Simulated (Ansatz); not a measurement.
`SC1CO1` + `CF` → `FCC1CO1` + H₂S at 400 K and 1 bar (formal exchange of groups at a C–S bond).

Program: Ansatz. Geometries: PBE0-D4/def2-TZVP. ΔE: electronic, gas phase. CCSD(T)/CBS is the MP2 limit (def2-TZVPP, def2-QZVPP) plus CCSD(T) − MP2 in def2-TZVPP, frozen cores. This one scheme is used for every species. One conformer a species, not always the lowest.

```json
{"species": "`SC1CO1`", "CCSD(T)/CBS energy (Eh)": "-551.40011", "H − E (kJ/mol)": "172.4", "S (J/(mol·K))": "312.0"}
{"species": "`CF`", "CCSD(T)/CBS energy (Eh)": "-139.63461", "H − E (kJ/mol)": "117.5", "S (J/(mol·K))": "234.3"}
{"species": "`FCC1CO1`", "CCSD(T)/CBS energy (Eh)": "-292.07179", "H − E (kJ/mol)": "232.0", "S (J/(mol·K))": "327.2"}
{"species": "H₂S", "CCSD(T)/CBS energy (Eh)": "-398.97279", "H − E (kJ/mol)": "53.4", "S (J/(mol·K))": "215.9"}
```

H − E and S are ideal-gas, rigid-rotor, harmonic terms from PBE0-D4/def2-TZVP, for one conformer and one mirror image of each species. 1 Eh = 2625.50 kJ/mol, R = 8.31446 J/(mol·K).

Question: By hand: ΔE, ΔH, ΔS and ΔG.

Answer: ΔE = (-292.07179) + (-398.97279) − (-551.40011) − (-139.63461) = -0.00986 Eh = -25.9 kJ/mol. Δ(H − E) = 232.0 + 53.4 − 172.4 − 117.5 = -4.5, so ΔH = -30.4 kJ/mol. ΔS = 327.2 + 215.9 − 312.0 − 234.3 = -3.2 J/(mol·K). ΔG = -30.4 − 400 × (-3.2)/1000 = -29.1 kJ/mol.

Question: By hand: the equilibrium constant, and the temperature at which ΔG would vanish if ΔH and ΔS stayed fixed.

Answer: log₁₀ K = −ΔG/(RT ln 10) = 3.8. ΔG = 0 at ΔH/ΔS = 9500 K, far beyond where these terms or the molecules hold.

The number of gas molecules stays the same, so ΔS is small and ΔH decides. A doubt of 5 kJ/mol in ΔE shifts log₁₀ K by 0.7 here. Other conformers and mirror images would add mixing entropy, several J/(mol·K) or more a flexible species. These are equilibria of isolated gas molecules and say nothing of rates. Largest T1 diagnostic: 0.012 (customary marks: 0.02 for closed shells, 0.045 for open ones).
